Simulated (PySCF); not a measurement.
**Computed NMR parameters against published values**

Geometry (Å), atoms numbered from 1 in this order:
```xyz
14

C    -1.954   -0.088   -0.272
C    -0.480   -0.056   -0.657
C     0.418    0.047    0.575
C     1.884    0.082    0.180
Cl    2.925    0.200    1.626
H    -2.165   -0.944    0.365
H    -2.577   -0.158   -1.160
H    -2.226    0.816    0.268
H    -0.229   -0.963   -1.213
H    -0.295    0.798   -1.312
H     0.240   -0.809    1.230
H     0.173    0.953    1.133
H     2.108    0.950   -0.440
H     2.178   -0.828   -0.345
```

The experiment to reproduce: δ ¹H H13/H14 3.42; H11/H12 1.68; H9/H10 1.41; H6/H7/H8 0.92 ppm (measured; solution, not stated per compound (mostly CDCl3 or CCl4); Pretsch, Buehlmann, Badertscher, Structure Determination of Organic Compounds, 4th ed. (2009)).

[PySCF 2.14.0 with density-fitted response routines: NMR shieldings at PBE0/pcSseg-1/GIAO; GFN2-xTB structure; no relativistic terms; single conformer; averaged over atoms made equivalent by symmetry, fast rotation or ring inversion; isolated molecule]

(1) What does the calculation give, and how does it compare?

(2) How far are the unscaled ¹H shifts from the references?

Results:

(1) 
Reference values: measured (solution, not stated per compound (mostly CDCl3 or CCl4); Pretsch, Buehlmann, Badertscher, Structure Determination of Organic Compounds, 4th ed. (2009)).
```
   atoms  quantity  reference  computed  computed, scaled
 H13/H14      δ ¹H       3.42      3.45              3.34
 H11/H12      δ ¹H       1.68      1.64              1.63
  H9/H10      δ ¹H       1.41      1.18              1.20
H6/H7/H8      δ ¹H       0.92      1.08              1.11
```

Computed shifts are σ(ref) − σ with the named reference compound (TMS for H and C) calculated as an isolated molecule at the same level. The measured values may be among those fitted. Scaled to experiment by linear calibration (H and C: mostly CDCl3 data, vs TMS): ¹H (scatter 0.17 ppm rms, 0.18 ppm with the 4 outliers that the fit left out). Occasional misses reach two or three times the rms, and more in compound classes unlike the fitted ones.

(2) Mean signed difference -0.02 ppm, mean absolute 0.12 ppm over 4 comparisons; the largest is -0.23 ppm at H9/H10 (hydrogen on an sp3 CH2).
